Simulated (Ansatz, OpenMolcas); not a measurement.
[SiH3]+ (SMILES [SiH3+]): the vertical ionisation energy from total energies

The species is [SiH3]+ (4 atoms), meant as a singlet with charge +1. As SMILES, `[SiH3+]`. Geometry: relaxed at PBE0-D4/def2-TZVP.

Both states at this one shape; open shells run unrestricted unless said. 1 Eh = 27.2114 eV.

| level | program | singlet [SiH3]+ (Eh) | doublet [SiH3]2+ (Eh) |
| --- | --- | --- | --- |
| M06-L/aug-cc-pVTZ | OpenMolcas | -290.944070 | -290.181959 |
| r2SCAN/aug-cc-pVTZ | Ansatz | -290.904910 | -290.148015 |
| wB97X/aug-cc-pVTZ | Ansatz | -290.934731 | -290.167512 |
| FCI/3-21G, 5 core orbitals frozen | Ansatz | -288.866360 | -288.114065 |

Task: Work out the vertical ionisation energy at each level.

Result: 
1. M06-L/aug-cc-pVTZ: -290.181959 − (-290.944070) = 0.762111 Eh = 20.74 eV.
2. r2SCAN/aug-cc-pVTZ: -290.148015 − (-290.904910) = 0.756895 Eh = 20.60 eV.
3. wB97X/aug-cc-pVTZ: -290.167512 − (-290.934731) = 0.767219 Eh = 20.88 eV.
4. FCI/3-21G: -288.114065 − (-288.866360) = 0.752295 Eh = 20.47 eV.

No measured value is set beside it here; the levels span 20.47 to 20.88 eV.
